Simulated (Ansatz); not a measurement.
# Cost against result

The pair of NH4⁺ (SMILES [NH4+], atoms 1–5) and NH3 (SMILES N, atoms 6–9), both closed shells, in one local arrangement (a lower one may exist), relaxed at PBE0-D4/def2-TZVP:

```
9
angstrom
N -0.0657 -0.0475 -1.3093
H 0.3634 0.7784 -1.7234
H 0.4194 -0.8689 -1.6665
H -1.0342 -0.0912 -1.6218
H -0.0067 -0.0048 -0.1331
N 0.0665 0.0481 1.3258
H 1.0257 0.0921 1.6612
H -0.4118 0.8616 1.7053
H -0.3568 -0.7676 1.7617
```

Interaction energies are counterpoise-corrected; the time is that of the whole pair.

Computed with Ansatz 0.2.0 (basis: as named in each row); correlated methods freeze the cores. B3LYP uses VWN-RPA correlation. Extrapolation: Hartree–Fock as exp(−7.88 √X), correlation as X^−2.97.

Times are rough, for one single point on 2 threads of a shared host (Arm Neoverse N1).

The estimate by CCSD(T) at an estimated basis limit (MP2 extrapolated from triple and quadruple zeta, plus CCSD(T) − MP2 in triple zeta) is -145.8 kJ/mol.

```csv
method,basis,time (s),interaction energy (kJ/mol),method less estimate
BLYP-D4,def2-TZVPPD,2,-151.0,-5.2
PBE-D4,def2-TZVPPD,2,-159.6,-13.8
revPBE-D4,def2-TZVPPD,2,-155.1,-9.3
PBE0-D4,def2-TZVPPD,3,-159.4,-13.6
B3LYP-D4,def2-TZVPPD,3,-152.9,-7.1
HSE06-D4,def2-TZVPPD,3,-159.5,-13.7
r2SCAN-D4,def2-TZVPPD,4,-158.7,-12.9
B2PLYP,def2-TZVPPD,6,-146.9,-1.1
wB97X-V,def2-TZVPPD,9,-149.7,-3.9
B97M-V,def2-TZVPPD,10,-152.1,-6.3
wB97M-V,def2-TZVPPD,10,-148.0,-2.2
MP2,def2-QZVPPD,18,-147.5,-1.7
CCSD(T),def2-TZVPPD,47,-141.8,4.0
```

The T1 diagnostic stays at or below 0.009.
